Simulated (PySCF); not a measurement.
## Static response to an electric field

Compound: CH6BN.
Cartesian coordinates in Å at the PBE0-D3(BJ)/def2-SVP level; atoms count from 1:
```
atom  x, y, z in Å
C1    -1.1330   -0.1511   -0.0328
B2     0.2969    0.4716   -0.2405
N3     1.4657   -0.2302    0.0480
H4    -1.1323   -1.1721    0.3814
H5    -1.7341    0.4904    0.6341
H6    -1.6779   -0.1710   -0.9924
H7     0.4237    1.6026   -0.6691
H8     1.4690   -1.1752    0.4116
H9     2.3900    0.1586   -0.0805
```

The species is `CBN` (CH6BN).

Level: PBE0/def2-SVPD (PySCF), static field, nuclei fixed, core orbitals frozen in the response. The polarisability tensor in these axes (au):

```
x   44.75 -1.14  0.71
y   -1.14 37.73 -2.40
z    0.71 -2.40 32.40
```

Task: Diagonalise the tensor; give its mean and Δα, where Δα² is half the sum of the squared differences of the eigenvalues.

Result: Principal values 31.48, 38.38 and 45.02 au; mean 38.29 au = 5.67 Å³ = 6.31 × 10⁻⁴⁰ C²·m²/J; Δα = 11.73 au (31 % of the mean).

Task: What is the dipole moment, and where does it point?

Result: (1.12, -1.00, 0.40) D, 1.55 D in size, pointing from the negative to the positive side. Measured along this direction, the outermost atoms are H5 and H6 at the negative end and H8 at the positive end.

Task: Give the principal axes and the span of the nuclei along them.

Result: Largest value along (0.98, -0.18, 0.09), where the nuclei span 4.04 Å; middle along (0.20, 0.92, -0.34), 3.22 Å; least along (-0.02, 0.36, 0.93), 1.76 Å. The response follows the extents in order.

Task: Find the Langevin capture rate constant for H3O+ (19.018 u) meeting this molecule (43.059 u), k = 2.342 × 10⁻⁹ cm³/s × √(α in Å³ / reduced mass in u).

Result: The reduced mass is 13.19 u, so k = 1.54 × 10⁻⁹ cm³/s. The formula leaves out the permanent dipole, which adds to the capture rate.

Task: What would n − 1 = 2πNα be for an ideal gas of these molecules at 400 K and 1 atm, electronic part alone?

Result: N = p/kT = 1.8347 × 10¹⁹ cm⁻³, so n − 1 = 2π × N × 5.67 × 10⁻²⁴ cm³ = 654 × 10⁻⁶ at long wavelengths, for an ideal gas.

Task: Molar refractivity from α?

Result: Lorentz–Lorenz: R = (4π/3)N_A α = 2.5225 cm³/(mol·Å³) × 5.67 Å³ = 14.3 cm³/mol, in the limit of long wavelengths.

Task: What are the principal values of the traceless quadrupole moment, Θ = ½Σq(3rr − r²1), about the centre of nuclear charge?

Result: -2.33, -1.44, 3.77 D·Å. The values depend on the origin, since the dipole doesn't vanish. The electronic extent ⟨r²⟩ about the same centre is 212 bohr², a root-mean-square distance of 1.57 Å for the 24 electrons.

Isolated species at its PBE0-D3(BJ)/def2-SVP geometry, gas phase.

The run behind these numbers computed excited states and ΔSCF ions as well. Hardware: an Arm Neoverse V2 with one thread, shared host. Cost: 12 s wall.
